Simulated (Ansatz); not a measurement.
C₃H₄ClF, SMILES `C=C(F)CCl`, 9 atoms. The species carries charge 0 and has multiplicity 1. All runs use 2 threads of an Intel Xeon on a shared host. Correlated methods freeze the cores.

Problem. Give the basis size and wall time and peak host memory of each of these runs in Ansatz. RKS PBE0-D4/def2-SVP energy; RKS PBE0-D4/def2-TZVP frequencies; RKS PBE-D4/def2-TZVPP energy and forces; RHF-MP2/def2-QZVPP energy; RKS PBE0-D4/def2-QZVPP energy; RHF-CCSD(T)/def2-TZVPP energy; RKS ωB97X-V/def2-TZVPP energy; RKS ωB97M-V/def2-SVP energy; RHF-CCSD(T)/def2-SVP energy; RKS r2SCAN-D4/def2-TZVPP energy and forces; RKS CAM-B3LYP-D4/def2-TZVPP energy; RKS PBE0-D4/def2-TZVP relaxation (7 steps). (An estimate is asked.)

Solution. The calculation gave: Other jobs shared the machine, so times are rough.

| level | job | functions | wall time | peak host memory (GiB) |
| --- | --- | --- | --- | --- |
| RKS PBE0-D4/def2-SVP | energy | 94 | 2.9 s | 0.43 |
| RKS ωB97M-V/def2-SVP | energy | 94 | 8 s | 0.43 |
| RKS PBE-D4/def2-TZVPP | energy and forces | 222 | 12 s | 0.26 |
| RKS CAM-B3LYP-D4/def2-TZVPP | energy | 222 | 13 s | 0.54 |
| RKS r2SCAN-D4/def2-TZVPP | energy and forces | 222 | 18 s | 0.28 |
| RHF-CCSD(T)/def2-SVP | energy | 94 | 19 s | 0.43 |
| RKS ωB97X-V/def2-TZVPP | energy | 222 | 22 s | 0.58 |
| RKS PBE0-D4/def2-QZVPP | energy | 418 | 24 s | 1.2 |
| RHF-MP2/def2-QZVPP | energy | 418 | 65 s | 2.2 |
| RKS PBE0-D4/def2-TZVP | relaxation (7 steps) | 185 | 2.5 min | 0.44 |
| RHF-CCSD(T)/def2-TZVPP | energy | 222 | 4.1 min | 3.6 |
| RKS PBE0-D4/def2-TZVP | frequencies | 185 | 6.2 min | 0.44 |
